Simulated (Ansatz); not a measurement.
Program: Ansatz. Geometries: PBE0-D4/def2-TZVP. ΔE: electronic, gas phase. CBS: MP2 limit from def2 TZ/QZ plus the TZ coupled-cluster correction, frozen cores. This one scheme is used for every species. DFT in def2-TZVPP. One conformer a species, not always the lowest.

`CC(O)(F)S` + H₂S → `CC(F)(S)S` + H₂O  (substitution at a C–O bond)

`CC(O)(F)S`:

```xyz
10

C     0.340   -0.602    0.936
C    -0.199   -0.004   -0.333
O    -1.545   -0.236   -0.403
F     0.433   -0.606   -1.405
S     0.081    1.808   -0.482
H     0.125   -1.673    0.938
H     1.417   -0.449    0.992
H    -0.134   -0.134    1.797
H    -1.887    0.186   -1.199
H     1.370    1.711   -0.841
```

H₂S:

```xyz
3

S     0.036   -0.199   -0.585
H    -0.975   -0.039    0.281
H     0.939    0.238    0.305
```

`CC(F)(S)S`:

```xyz
10

C    -0.384    0.821    0.478
C     0.071   -0.569    0.111
F     0.156   -1.308    1.272
S    -1.139   -1.490   -0.907
S     1.647   -0.613   -0.770
H    -0.496    1.435   -0.415
H     0.351    1.286    1.138
H    -1.341    0.760    0.998
H    -1.141   -0.606   -1.917
H     2.277    0.284    0.012
```

H₂O:

Z-matrix (Å, degrees):
```
O
H 1 0.960
H 1 0.960 2 105.1
```

Is it downhill or uphill in electronic energy at CCSD(T)/CBS, and by how much? (Best estimate.)

Computed: Uphill: ΔE = +13.0 kJ/mol.

What do these levels give: PBE-D4, B2PLYP, SCS-MP2/def2-TZVPP, HF/def2-QZVPP, MP2/def2-QZVPP, MP2/CBS(def2)? (An estimate is asked.)

Ansatz gave: PBE-D4 18.6, B2PLYP 23.9, SCS-MP2/def2-TZVPP 17.1, HF/def2-QZVPP 40.7, MP2/def2-QZVPP 6.8, MP2/CBS(def2) 3.6 kJ/mol.

Largest T1 diagnostic among the species: 0.012.

The D4 term adds −8.1 kJ/mol with B3LYP and −4.2 kJ/mol with PBE0; it sums over pairs of atoms, weighted by their polarisabilities, and B3LYP, whose exchange is more repulsive, gets the larger term. In def2-TZVPP, CCSD(T) changes the Hartree–Fock value by −20.4 kJ/mol (the triples alone add −3.2 kJ/mol) and MP2 by −29.8 kJ/mol.

B3LYP here is the variant with VWN-RPA as its local correlation; programs differ in this.
